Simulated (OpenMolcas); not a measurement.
# CH4Si (SMILES C=[SiH2]): levels of theory compared

We compute a comparison of 6 runs (HF/STO-3G, HF/3-21G, HF/pcseg-1, B3LYP/6-31G*, TPSSh/pcseg-2, CCSD/6-311+G**) of CH4Si. 

The calculation is run with OpenMolcas 26.06.

4 further runs of the same task are left out: 4 set aside as unsound or not needed.

### 1 The system as given

CH4Si: 6 atoms, total charge 0, spin state singlet. As SMILES, `C=[SiH2]`. The shape is that of a GFN2-xTB optimisation.

Bond lengths: C1–Si2 1.748 Å, C1–H3 1.077 Å, C1–H4 1.077 Å, Si2–H5 1.458 Å, Si2–H6 1.458 Å. Angles: C1–Si2–H5 124.5°, C1–Si2–H6 124.6°, Si2–C1–H3 122.4°, Si2–C1–H4 122.5°, H5–Si2–H6 110.9°, H3–C1–H4 115.0°.

### 2 Energy and forces at HF/STO-3G (run 1)

Contents of calc.inp:

```
&gateway
 baslib=$CurrDir
 coord
 6
 angstrom
 C       -0.738690      -0.547160      -0.265100
 Si       0.611270       0.451760       0.218260
 H       -1.408510      -0.996610       0.448130
 H       -0.962920      -0.758160      -1.296740
 H        0.952980       0.765970       1.600750
 H        1.545870       1.084200      -0.705300
 basis=STO-3G
 group=NoSym

&seward

&scf
 thresholds=1e-10 1e-07 1e-07 1e-05
 prorbitals=1 1

&alaska
```

The basis set STO-3G is read from a file made from the Basis Set Exchange's data (not shown).

Command:

```console
$ export MOLCAS_MEM=1860
$ pymolcas calc.inp > calc.log
```

Standard output:

```text
--- Start Module: gateway ---
[...]
--- Stop Module: gateway /rc=_RC_ALL_IS_WELL_ ---
[...]
      Basis functions           18
[...]
--- Start Module: scf ---
[...]
       Convergence after  11 Iterations
[...]
::    Total SCF energy                               -325.2140621591
[...]
      Total spin, S                                     0.0000000000
[...]
      Total electronic charge=   24.000000
      Total            charge=   -0.000000
[...]
      Dipole Moment (debye):
      Origin of the operator (angstrom)=    0.1901    0.1402    0.0675
                   X=  8.7583E-01               Y=  6.4713E-01               Z=  3.1195E-01           Total=  1.1328E+00
      Quadrupole Moment (debye*angstrom):
[...]
--- Stop Module: scf /rc=_RC_ALL_IS_WELL_ ---
--- Start Module: alaska ---
[...]
 *              Molecular gradients               *
 **************************************************
  Irreducible representation: a
 ------------------------------------------------------------------------------------------
                              X                       Y                       Z
 ------------------------------------------------------------------------------------------
  C1               -6.90576735942754E-02   -5.11942052062819E-02   -2.49097551671551E-02
  SI2               4.71955989016513E-02    3.48375233027252E-02    1.68038549830061E-02
  H3               -1.45226108179086E-03   -1.02130141661827E-03   -3.11440706976862E-04
  H4               -1.41397386141451E-03   -1.01145336322173E-03   -5.57813019242737E-04
  H5                8.69742068710178E-03    7.22433022062174E-03    1.87485523101594E-02
  H6                1.60308889487157E-02    1.11651064627611E-02   -9.77339839978741E-03
 ------------------------------------------------------------------------------------------
--- Stop Module: alaska /rc=_RC_ALL_IS_WELL_ ---
[...]
```

Wall time 1.6 s (1 thread of Arm Neoverse V2, shared host); peak memory 0.37 GiB.

### 3 Energy and gradient at HF/3-21G (run 2)

Contents of job.input:

```
* CH4Si Hartree-Fock

&gateway
 baslib=$CurrDir
 coord
 6
 angstrom
 C       -0.738690      -0.547160      -0.265100
 Si       0.611270       0.451760       0.218260
 H       -1.408510      -0.996610       0.448130
 H       -0.962920      -0.758160      -1.296740
 H        0.952980       0.765970       1.600750
 H        1.545870       1.084200      -0.705300
 basis=3-21G
 group=NoSym

&seward

&scf
 thresholds=1e-10 1e-07 1e-07 1e-05
 prorbitals=1 2

&alaska
```

The basis set 3-21G is read from a file made from the Basis Set Exchange's data (not shown).

Command:

```console
$ export MOLCAS_MEM=1860
$ pymolcas job.input > job.log
```

Standard output:

```text
--- Start Module: gateway ---
[...]
--- Stop Module: gateway /rc=_RC_ALL_IS_WELL_ ---
[...]
      Basis functions           30
[...]
--- Start Module: scf ---
[...]
       Convergence after  12 Iterations
[...]
::    Total SCF energy                               -327.3003508285
[...]
      Total spin, S                                     0.0000000000
[...]
      Total electronic charge=   24.000000
      Total            charge=   -0.000000
[...]
      Dipole Moment (debye):
      Origin of the operator (angstrom)=    0.1901    0.1402    0.0675
                   X=  2.8732E-01               Y=  2.1262E-01               Z=  1.0175E-01           Total=  3.7164E-01
      Quadrupole Moment (debye*angstrom):
[...]
--- Stop Module: scf /rc=_RC_ALL_IS_WELL_ ---
--- Start Module: alaska ---
[...]
 *              Molecular gradients               *
 **************************************************
  Irreducible representation: a
 ------------------------------------------------------------------------------------------
                              X                       Y                       Z
 ------------------------------------------------------------------------------------------
  C1               -1.31275250118286E-02   -9.79699682884139E-03   -4.82079892667242E-03
  SI2               1.81571015162723E-02    1.33897194144295E-02    6.45723019575017E-03
  H3               -2.06753213262001E-03   -1.44980182079424E-03    9.13454855744344E-05
  H4               -1.72634673414795E-03   -1.27658451431256E-03   -1.34581601142925E-03
  H5                1.53312368973357E-03    7.19349650928791E-04   -8.56346516099649E-03
  H6               -2.76882132741951E-03   -1.58568590140118E-03    8.18150441777998E-03
 ------------------------------------------------------------------------------------------
--- Stop Module: alaska /rc=_RC_ALL_IS_WELL_ ---
[...]
```

It took 1.7 s on 1 thread of Arm Neoverse V2, shared host; peak memory 0.37 GiB.

Runs 3 to 4 aren't shown in full; the table further down has their settings and results.

### 4 Energy and forces at TPSSh/pcseg-2 (run 5)

Contents of run.inp:

```
* CH4Si Kohn-Sham DFT
>>> EXPORT MOLCAS_PRINT=2

&GATEWAY
  BasLib=$CurrDir
  Coord
  6
  angstrom
  C       -0.738690      -0.547160      -0.265100
  Si       0.611270       0.451760       0.218260
  H       -1.408510      -0.996610       0.448130
  H       -0.962920      -0.758160      -1.296740
  H        0.952980       0.765970       1.600750
  H        1.545870       1.084200      -0.705300
  Basis=pcseg-2
  Group=NoSym

&SEWARD
  GridInput
  Grid=UltraFine
  End of Grid

&SCF
  KSDFT=HYB_MGGA_XC_TPSSH
  Thresholds=1e-10 1e-07 1e-07 1e-05
  PrOrbitals=1 1

&ALASKA
```

The basis set pcseg-2 is read from a file made from the Basis Set Exchange's data (not shown).

Command:

```console
$ export MOLCAS_MEM=1860
$ pymolcas run.inp > run.log
```

Standard output:

```text
--- Start Module: gateway ---
[...]
--- Stop Module: gateway /rc=_RC_ALL_IS_WELL_ ---
[...]
      Basis functions          120
[...]
--- Start Module: scf ---
[...]
       Convergence after  13 Iterations
[...]
::    Total KS-DFT energy                            -329.9913236447
[...]
      Total spin, S                                     0.0000000000
[...]
      Total electronic charge=   24.000000
      Total            charge=   -0.000000
[...]
      Dipole Moment (debye):
      Origin of the operator (angstrom)=    0.1901    0.1402    0.0675
                   X=  5.1865E-01               Y=  3.8405E-01               Z=  1.8483E-01           Total=  6.7131E-01
      Quadrupole Moment (debye*angstrom):
[...]
--- Stop Module: scf /rc=_RC_ALL_IS_WELL_ ---
[...]
--- Start Module: alaska ---
[...]
 *              Molecular gradients               *
 **************************************************
  Irreducible representation: a
 ------------------------------------------------------------------------------------------
                              X                       Y                       Z
 ------------------------------------------------------------------------------------------
  C1               -2.24365282892487E-02   -1.66573739680391E-02   -8.11651871129015E-03
  SI2               2.11773705250495E-02    1.56277784209813E-02    7.51720145701995E-03
  H3                1.89884237779347E-03    1.20669934311279E-03   -4.04143611504226E-03
  H4               -3.35362944820838E-04    6.14260749531859E-06    4.68381490600978E-03
  H5                1.56117231874542E-03    8.26522347932790E-04   -6.68638741554783E-03
  H6               -1.86549398748515E-03   -1.00976875146075E-03    6.64332587880256E-03
 ------------------------------------------------------------------------------------------
--- Stop Module: alaska /rc=_RC_ALL_IS_WELL_ ---
[...]
```

It took 53 s on 1 thread of Arm Neoverse V2, shared host; peak memory 0.76 GiB.

### 5 The energy at CCSD/6-311+G(d,p) (run 6)

Contents of struct.xyz:

```xyz
6

C     -0.738690    -0.547160    -0.265100
Si     0.611270     0.451760     0.218260
H     -1.408510    -0.996610     0.448130
H     -0.962920    -0.758160    -1.296740
H      0.952980     0.765970     1.600750
H      1.545870     1.084200    -0.705300
```

Contents of run.input:

```
&GATEWAY
BasLib = $CurrDir
Coord = struct.xyz
Basis = 6-311pGss
Group = NoSym
&SEWARD
&SCF
PrOrbitals = 1 1
&RASSCF
FileOrb = $Project.ScfOrb
Spin = 1
Nactel = 0 0 0
Inactive = 12
Ras2 = 0
OutOrbitals = Canonical
OrbListing = Few
&MOTRA
JobIph
Frozen = 6
&CCSDT
CCSD
Iterations = 50
Extrapolation = 5 4
```

The basis set 6-311+G** is read from a file made from the Basis Set Exchange's data (not shown).

Command:

```console
$ export MOLCAS_MEM=1860
$ pymolcas run.input > run.log
```

Standard output:

```text
--- Start Module: gateway ---
[...]
--- Stop Module: gateway /rc=_RC_ALL_IS_WELL_ ---
[...]
      Basis functions           76
[...]
       Convergence after  11 Iterations
[...]
::    Total SCF energy                               -329.0731518918
[...]
      Total spin, S                                     0.0000000000
[...]
      Number of active orbitals                  0
[...]
      Spin quantum number                      0.0
[...]
      Active orbitals                            0
[...]
      Number of CSFs                             1
[...]
      Number of root(s) required                 1
[...]
      Convergence after  4 iterations
[...]
      Natural orbitals and occupation numbers for root  1
      ************************************************************************************************************************
      *                                                    Final results                                                     *
      ************************************************************************************************************************
[...]
::    RASSCF root number  1 Total energy:   -329.07315189
[...]
      Total electronic charge=   24.000000
      Total            charge=   -0.000000
[...]
      Dipole Moment (debye):
      Origin of the operator (angstrom)=    0.1901    0.1402    0.0675
                   X=  8.7837E-01               Y=  6.5018E-01               Z=  3.1339E-01           Total=  1.1369E+00
      Quadrupole Moment (debye*angstrom):
[...]
--- Start Module: motra ---
[...]
      *** WARNING: Default frozen orbitals is overwritten by user input.
      *** Default values:   3
[...]
--- Stop Module: motra /rc=_RC_ALL_IS_WELL_ ---
--- Start Module: ccsdt ---
[...]
      Convergence after                    12  Iterations
      Total energy (diff) :    -329.35871940      -0.00000005
[...]
--- Stop Module: ccsdt /rc=_RC_ALL_IS_WELL_ ---
[...]
```

It took 9 s on 1 thread of Arm Neoverse V2, shared host; peak memory 0.43 GiB.

### 6 The series

| run | level | Cartesian functions | integration grid | energy (Eh) | dipole moment (D) of the reference | HOMO energy (eV) | LUMO energy (eV) | wall time |
| --- | --- | --- | --- | --- | --- | --- | --- | --- |
| 1 | HF/STO-3G | no | – | -325.214062 | 1.13 | -5.50 | 7.26 | 1.6 s |
| 2 | HF/3-21G | no | – | -327.300351 | 0.37 | -8.41 | 2.41 | 1.7 s |
| 3 | HF/pcseg-1 | no | – | -329.023213 | 1.02 | -8.41 | 1.92 | 2.5 s |
| 4 | B3LYP/6-31G* (Cartesian functions) | yes | UltraFine | -329.940078 | 0.32 | -6.12 | -1.11 | 9.3 s |
| 5 | TPSSh/pcseg-2 | no | UltraFine | -329.991324 | 0.67 | -6.00 | -1.75 | 53 s |
| 6 | CCSD/6-311+G** | no | – | -329.358719 | 1.14 | -8.41 | 1.34 | 9 s |

### 7 Outcome

```
                                          quantity          value
                               run 6: total energy  -329.35872 Eh
         run 6: dipole moment (mean-field density)         1.14 D
        run 6: HOMO energy (Hartree–Fock orbitals)       -8.41 eV
        run 6: LUMO energy (Hartree–Fock orbitals)        1.34 eV
      run 6: HOMO–LUMO gap (Hartree–Fock orbitals)        9.74 eV
run 6: correlation energy (6 core orbitals frozen)     -285.6 mEh
```

What this shows: Over runs 1, 2, 3, 4, 5 the dipole moment (its size) runs from 0.32 D (B3LYP/6-31G*) to 1.13 D (HF/STO-3G). The two ends differ in method and basis. Over runs 1, 2, 3, 4, 5 the HOMO–LUMO gap runs from 4.25 eV (TPSSh/pcseg-2) to 12.77 eV (HF/STO-3G). Totals of different functionals can't be ranked against each other. In run 1 the basis is minimal, so the values are rough. All runs together took 77 s, the longest 53 s.
